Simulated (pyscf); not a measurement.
PySCF, gas phase, ωB97X-D3(BJ)/def2-SVP geometries.

Question: For H₂N–Ta(Cl)(Cl)(Cl)–Cl → HN=Ta(Cl)(Cl)–Cl + hydrogen chloride (HCl), an elimination (singlet surface; H–N, Cl–Ta broken, Cl–H formed), PBE/def2-TZVP gives ΔE‡ = 143.0 kJ/mol and ΔE = +131.6 kJ/mol (zero: the reactant's lowest minimum found). In which direction and how far do r²SCAN/def2-TZVP, B3LYP-D3(BJ)/def2-TZVP, ωB97M-D3(BJ)/def2-TZVP move these?

Answer: r²SCAN: ΔE‡ = 155.8 kJ/mol, ΔE = +148.7 kJ/mol; B3LYP-D3(BJ): ΔE‡ = 160.3 kJ/mol, ΔE = +141.0 kJ/mol; ωB97M-D3(BJ): ΔE‡ = 162.3 kJ/mol, ΔE = +133.0 kJ/mol. PBE's barrier lies under all of them, by 12.7 to 19.3 kJ/mol. Its reaction energy lies under all of them, by 1.3 to 17.0 kJ/mol. On the product side the descent ends in an adduct with a Cl–Ta contact, 10.4 kJ/mol under the separated species and 19.4 kJ/mol under the saddle at ωB97X-D3(BJ)/def2-TZVP. What is counted as broken (Cl–Ta) persists as a longer contact in the product adduct; parting that adduct is a step of its own. One saddle was located; it need not be the lowest between these sides. Elements past Kr carry the def2 core potentials, without spin-orbit coupling.
